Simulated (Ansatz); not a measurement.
## A rate constant, worked out

An elementary step of C2H6S, singlet (C₂H₆S (CCS) → C₂H₄ (C=C) + H₂S; S–C, C–H broken or loosened, S–H formed or tightened). The start structure is the reactant molecule, and the electronic barrier above it is 3.073 eV by CCSD(T) at an estimated basis limit (MP2 extrapolated from triple and quadruple zeta, plus CCSD(T) − MP2 in triple zeta). Ansatz 0.2.0; basis: def2-TZVPP and def2-QZVPP; cores frozen in the correlated methods. Extrapolation: Hartree–Fock as exp(−7.88 √X), correlation as X^−2.97. Harmonic wavenumbers at PBE0-D4/def2-TZVP (Ansatz 0.2.0), in cm⁻¹:

Start: 186, 254, 302, 696, 790, 867, 1008, 1043, 1120, 1267, 1296, 1406, 1484, 1484, 1495, 2713, 3053, 3072, 3114, 3130, 3139.

Saddle: 1108i, 277, 296, 374, 440, 635, 831, 923, 980, 1115, 1158, 1254, 1317, 1427, 1456, 1563, 2570, 3121, 3187, 3210, 3286.

**Question.** Work out the transition-state-theory rate constant at 400 K from these numbers alone (harmonic vibrations; rotation, path degeneracy and anharmonicity left out), and the Wigner tunnelling factor. Use 1 cm⁻¹ = 1.2398 × 10⁻⁴ eV and k_B = 8.617 × 10⁻⁵ eV/K.

**Answer.** Zero-point energies, half the sums: start 32919/2 cm⁻¹ = 2.0407 eV; saddle, real modes only, 29420/2 cm⁻¹ = 1.8238 eV.
Barrier with zero-point energy: 3.073 + 1.8238 − 2.0407 = 2.8561 eV.
k_BT = 0.03447 eV, so the barrier is 82.86 k_BT.
Vibrational partition functions from the zero-point level, ln q = −Σ ln(1 − exp(−hν/k_BT)): start 1.942, saddle 1.710.
k = (k_BT/h) exp(ln q‡ − ln q) exp(−E0/k_BT), with log₁₀(k_BT/h in s⁻¹) = 12.92: log₁₀ k = 12.92 + (-0.232 − 82.86)/2.3026 = -23.17, so k ≈ 7 × 10^(-24) s⁻¹.
Wigner factor: 1 + (hν‡/k_BT)²/24 = 1 + (3.99)²/24 = 1.66, too large for this simple formula to be trusted. A change of 1 kcal/mol (0.043 eV) in the barrier would change k by a factor of 3.5 at this temperature.

T1 diagnostic: at most 0.027. The T1 diagnostic is large here, which may signal multireference character or strong orbital relaxation, so CCSD(T) is less sure. The restricted Hartree–Fock reference is unstable towards an unrestricted one at one or more of these structures.

For scale, one of the runs: CCSD(T)/def2-TZVPP, 188 basis functions, launched by `ansatz run in.yaml --threads 2 --pin off --events-out ev --progress --plain --max-ram 4352MiB`. Time: 27 s of wall clock on 2 CPU threads; the host was shared. Peak host memory: 2 GiB.
